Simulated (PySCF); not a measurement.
H₂S, SMILES S (connectivity only; charge and spin as stated), charge +1, multiplicity 2.

The structure is a stationary point at PBE0-D3(BJ)/def2-TZVPD. The multiplicity is an assumed one; other spin states were not compared.

These are SMD-PBE0/6-31G* (PySCF) values and carry that method's errors.

Solvation free energies are E(SMD) − E(gas) at the gas-phase geometry, for 1 M in both phases.

### Question
Rank water, cyclohexanone, tetrahydrofuran by solvation free energy, most negative first.

### Answer
water (-69.0 kcal/mol), cyclohexanone (-67.1 kcal/mol), tetrahydrofuran (-62.2 kcal/mol)
